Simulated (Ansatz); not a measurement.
The same path of C2H6 + H3Si (12 atoms, charge 0, multiplicity 2) was run twice with different band settings. Lost on the way: H1–C2. Made: H1–Si4.

All numbers below come from UKS PBE0/6-31G* (Ansatz).

Relaxed end points:

```xyz
12
Properties=species:S:1:pos:R:3
H -0.359 -0.572 0.612
C 0.053 -0.379 1.609
C 1.019 0.798 1.590
Si -1.003 -0.419 -2.864
H 0.549 -1.297 1.944
H -0.789 -0.194 2.285
H 1.862 0.613 0.915
H 1.431 0.993 2.587
H 0.523 1.716 1.254
H -2.165 -1.324 -3.087
H 0.206 -0.914 -3.581
H -1.327 0.979 -3.263
```

```xyz
12
Properties=species:S:1:pos:R:3
H -0.616 -0.415 -0.991
C 0.129 -0.359 1.827
C 1.037 0.801 1.649
Si -0.929 -0.442 -2.446
H 0.509 -1.374 1.797
H -0.896 -0.219 2.154
H 1.837 0.585 0.931
H 1.534 1.087 2.592
H 0.499 1.690 1.300
H -2.085 -1.346 -2.694
H 0.252 -0.938 -3.205
H -1.270 0.929 -2.914
```

Common settings: movable images 9; climbing image yes; optimiser quadratic models (default); start path through a guess of the saddle point; force threshold 0.05 eV/Å; iteration limit 60; end points relaxed.

| run | spring |
| --- | --- |
| 1 | 5.0 eV/Å² |
| 2 | 2.0 to 10.0 eV/Å², energy-weighted |

Q: What does each run give, and how far can it be trusted?

A: Run 1: converged after 11 iterations, highest image 0.872 eV above the first end. A vibrational analysis at the climbing image gives one clearly imaginary mode, 909i cm⁻¹: a first-order saddle point.
Run 2: converged after 9 iterations, highest image 0.872 eV above the first end. Another band between the same ends (9 images) ends at a top of the same energy, where a vibrational analysis finds 1 clearly imaginary mode.
